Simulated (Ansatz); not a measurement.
A made-up structure of Si3H6, closed shell:

| atom | x (Å) | y (Å) | z (Å) |
| --- | --- | --- | --- |
| Si1 | -1.1993 | -0.1721 | -0.5840 |
| Si2 | 0.9030 | 0.8310 | -0.5505 |
| Si3 | 0.2969 | -0.6602 | 1.1336 |
| H4 | -1.4713 | -1.2140 | -1.6048 |
| H5 | -2.3868 | 0.6614 | -0.2730 |
| H6 | 1.9104 | 0.4005 | -1.5511 |
| H7 | 0.9933 | 2.2743 | -0.2182 |
| H8 | -2.1153 | 0.8954 | -0.7783 |
| H9 | 0.0187 | -0.1216 | 2.4879 |

It is relaxed with PBE-D4/def2-SVP and then PBE0-D4/def2-TZVP (Ansatz 0.2.0). Atoms count as bonded within 1.22 times the sum of their covalent radii (H–H: 0.88 Å). The end point is not checked to be a true minimum.

(1) Does its bonding change? (Judge from chemistry; the calculation decides.)

## Answers

(1) Computed: Yes. Formed: Si2–H8; broken: H5–H8.

Where it ends: The first stage lowers the energy by 4.07 eV in 16 steps. It ends as Si₃H₆ ([H]1[SiH2]2[SiH][SiH2]12):
| atom | x (Å) | y (Å) | z (Å) |
| --- | --- | --- | --- |
| Si1 | -1.3527 | -0.3796 | -0.3081 |
| Si2 | 0.7737 | 0.8367 | -0.3731 |
| Si3 | 0.3999 | -0.8968 | 1.1555 |
| H4 | -1.6120 | -1.1374 | -1.5611 |
| H5 | -2.5659 | 0.3957 | 0.0570 |
| H6 | 1.5001 | 0.6423 | -1.6561 |
| H7 | 0.7367 | 2.2845 | -0.0439 |
| H8 | -0.7109 | 0.9197 | -1.1956 |
| H9 | -0.2192 | 0.2297 | 1.9867 |

Labels in which every atom is bracketed show which atoms are joined, not bond orders.

For scale, one of the runs: PBE0-D4/def2-TZVP relaxation, 147 basis functions, launched by `ansatz run in.yaml --threads 2 --pin off --events-out ev --progress --plain --max-ram 4352MiB`. The run took about 16 s on 2 CPU threads of an Arm Neoverse V2 (shared host).
